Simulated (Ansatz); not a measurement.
NaCdAsS3 (P2₁/c, No. 14; cell taken from a computed entry) was calculated with r²SCAN (Ansatz, an electronic-structure program, plane waves, PAW).

Run with plane-wave cutoff 560 eV, 8×2×6 k mesh (along the axes of the cell as run), Fermi–Dirac smearing 0.01 eV, scalar-relativistic PAW data made under PBE.

Cell (relaxed with PBEsol):

Space group P2₁/c (No. 14); a = 5.6235 Å, b = 16.3808 Å, c = 7.9196 Å, α = 90.00°, β = 134.28°, γ = 90.00°

| atom | site | symmetry | x | y | z |
|---|---|---|---|---|---|
| Na | 4e | 1 | 0.2049 | 0.5749 | 0.2356 |
| Cd | 4e | 1 | 0.2333 | 0.2498 | 0.2391 |
| As | 4e | 1 | 0.7160 | 0.4012 | 0.2293 |
| S | 4e | 1 | 0.3618 | 0.0974 | 0.3309 |
| S | 4e | 1 | 0.3531 | 0.4028 | 0.2702 |
| S | 4e | 1 | 0.1948 | 0.7624 | 0.2229 |

Q: Estimate the band gap, smallest direct gap on the k points sampled and direct gap at Γ that the calculation returns.

A: 
band gap: 2.26 eV
smallest direct gap on the k points sampled: 2.31 eV
direct gap at Γ: 2.70 eV

Note: cell and atoms aren't relaxed at this level (largest force component 0.16 eV/Å, pressure 1.2 GPa).

Spin–orbit coupling is not included.
